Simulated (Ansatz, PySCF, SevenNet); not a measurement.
## Ladder of methods for the bulk modulus B0 of diamond-structure Ge

Reference value: 77.3 GPa (measured, low-temperature value with the zero-point effect removed, our sources range from 77.3 to 79.4; as tabulated in Tanner et al. (2021), arXiv:2110.11888).

Task: What do SevenNet-0, PBE, PBE0, MP2 give, and how far is each from the reference?

Result: 
| level (code) | value (GPa) | cell (Å³/atom) | error (%) |
|---|---|---|---|
| SevenNet-0 | 43.3 | 23.76 | -44 |
| PBE (Ansatz) | 59.0 | 23.90 | -24 |
| PBE0 (Ansatz) | 74.1 | 22.88 | -4.1 |
| MP2 (PySCF) | 74.2 ± 2 | 22.65 | -4.0 |

Once the reference is moved by up to 2.7 % (a margin picked here for doubts on the reference and the settings) and values within 1.7 % count as equal, the nearest can be MP2 (-4.0 %) or PBE0 (-4.1 %). Among them SevenNet-0 (-44 %) misses by most. Within 15 %: PBE0, MP2. All 4 levels lie below the reference.

A ± on a computed value is a rough bar: the spread of its extrapolation, a floor set from checks against published values, or a statistical error. Each level is taken at its own relaxed cell. Cutoffs and k meshes differ between the levels. Ansatz's density-functional and Hartree–Fock values are scalar-relativistic unless marked +SOC, with PAW data made under PBE.

Machine-learned potentials (SevenNet-0) are trained on DFT data: a solid inside that data is no test of them.

Differences are worked out from the printed values.

Ansatz is a program for electronic structure.
